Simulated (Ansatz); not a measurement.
The input, for Ansatz 0.2.0:

```yaml
crystal:
  periodic: [false, false, false]
  atoms:
    - {symbol: Si, position_ang: [0.000000, 0.000000, 0.000000]}
    - {symbol: Br, position_ang: [0.000000, 0.000000, 2.231500]}
basis:
  gaussian: {orbitals: cc-pVDZ}
total_charge: 1
magnetization: {spin_polarized: false}
correlation: {method: ccsdt_q, electrons: outside_noble_gas}
```

```sh
$ ansatz run in.yaml --threads 1 --pin off --events-out ev --progress --plain --max-ram 2393MiB
```

Log:

```
842 factors; integrals over basis functions are off by at most 1.9e-7 eV
mean field evaluation 1: about -77850.2558 eV, gradient 2.5e1 eV
mean field evaluation 2: about -77850.3351 eV, gradient 2.5e1 eV
mean field evaluation 4: about -77852.9013 eV, gradient 1.6e0 eV
mean field evaluation 8: about -77852.9380 eV, gradient 1.8e-1 eV
mean field evaluation 16: about -77851.8400 eV, gradient 1.7e1 eV
mean field -77852.93835453 eV, -2861.0427139118 hartree, gradient 3.3e-6 eV, S^2 0.000000; 0 other end points of the search recorded, 0 dependent functions left out
19 core orbitals not correlated: weight in the atoms' cores, before any rotation towards them, 1.000 or more for the frozen orbitals, at most 0.000 for the correlated occupied ones
reference -77852.93835453 eV, -2861.0427139118 hartree; 5, 5 occupied and 21, 21 virtual orbitals, 842 factors
second order -4.77939219 eV of doubles, -0.00000000 eV of singles
cycle   1  -5.15369733 eV  change   -3.7e-1 eV  update   1.1e-1
cycle   2  -5.44486026 eV  change   -2.9e-1 eV  update   6.3e-2
cycle   3  -5.69479145 eV  change   -2.5e-1 eV  update   3.8e-2
cycle   4  -5.67599103 eV  change    1.9e-2 eV  update   1.3e-2
cycle   5  -5.67174779 eV  change    4.2e-3 eV  update   7.8e-3
cycle   6  -5.67955202 eV  change   -7.8e-3 eV  update   2.9e-3
cycle   7  -5.67936119 eV  change    1.9e-4 eV  update   1.0e-3
cycle   8  -5.67895466 eV  change    4.1e-4 eV  update   3.2e-4
cycle   9  -5.67908077 eV  change   -1.3e-4 eV  update   1.3e-4
cycle  10  -5.67915666 eV  change   -7.6e-5 eV  update   3.4e-5
cycle  11  -5.67914455 eV  change    1.2e-5 eV  update   1.3e-5
cycle  12  -5.67915021 eV  change   -5.7e-6 eV  update   5.6e-6
cycle  13  -5.67914678 eV  change    3.4e-6 eV  update   1.5e-6
cycle  14  -5.67914702 eV  change   -2.4e-7 eV  update   5.9e-7
perturbative correction -0.02124907 eV, -0.0007808891 hartree
Total energy: -77858.63875062 eV, -2861.2521996046 hartree
```

For the same geometry and basis RCCSDTQ lies 4.3 meV higher.

Ran on 1 thread of Arm Neoverse V1, shared host: 2.4 s wall, 0.11 GiB peak host memory.
